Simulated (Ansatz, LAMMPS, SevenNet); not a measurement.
## Rock-salt MgO: properties by level of theory

Reference values: lattice constant a 4.189 Å (measured, static lattice: zero-point anharmonic expansion removed; as tabulated in Mejia-Rodriguez and Trickey (2018), arXiv:1807.09216); zone-centre TO phonon frequency 396 cm⁻¹ (measured, temperature not stated, no zero-point or thermal correction; as tabulated in He et al. (2014), arXiv:1309.4805); elastic constant C11 306 GPa (measured, temperature not stated, not corrected to a static lattice, our sources range from 298 to 306; as tabulated in Råsander and Moram (2015), arXiv:1505.02379); elastic constant C44 157 GPa (measured, temperature not stated, not corrected to a static lattice; as tabulated in Råsander and Moram (2015), arXiv:1505.02379).

| level (code) | equilibrium lattice constant a (Å) | zone-centre TO phonon frequency (cm⁻¹) | elastic constant C11 (GPa) | elastic constant C44 (GPa) |
|---|---|---|---|---|
| ionic model bush1994 (shell model, LAMMPS) | 4.206 | 323 | 335 | 203 |
| SevenNet-0 | 4.255 | 326 | 223 | 103 |
| LDA (Ansatz) | 4.160 | 408 | 325 | 153 |
| r²SCAN (Ansatz) | 4.204 | 398 | 310 | 157 |

Differences from the reference values (errors of the level alone only where the reference is corrected to a static lattice):

```
level                 lattice constant a (%)  zone-centre TO phonon frequency (%)  elastic constant C11 (%)  elastic constant C44 (%)
--------------------  ----------------------  -----------------------------------  ------------------------  ------------------------
ionic model bush1994                   +0.41                                -18.4                      +9.5                       +29
SevenNet-0                             +1.58                                -17.7                       -27                       -34
LDA                                    -0.69                                 +3.0                      +6.2                      -2.5
r²SCAN                                 +0.36                                 +0.5                      +1.3                       0.0
```

Nearest: lattice constant a, r²SCAN or ionic model bush1994; zone-centre TO phonon frequency, r²SCAN or LDA; elastic constant C11, not ranked (reference at room or unstated temperature); elastic constant C44, not ranked (reference at room or unstated temperature).

Empirical potentials (ionic model bush1994) are fitted to chosen data: where that held the value shown, agreement is built in, and what lay outside the fit can be far off. Machine-learned potentials (SevenNet-0) are trained on DFT data: a solid inside that data is no test of them.

Ansatz's density-functional and Hartree–Fock values are scalar-relativistic unless marked +SOC, with PAW data made under PBE.

Differences are worked out from the printed values.

The computed numbers hold no vibrational or temperature effects.

Ansatz is a program for electronic structure.
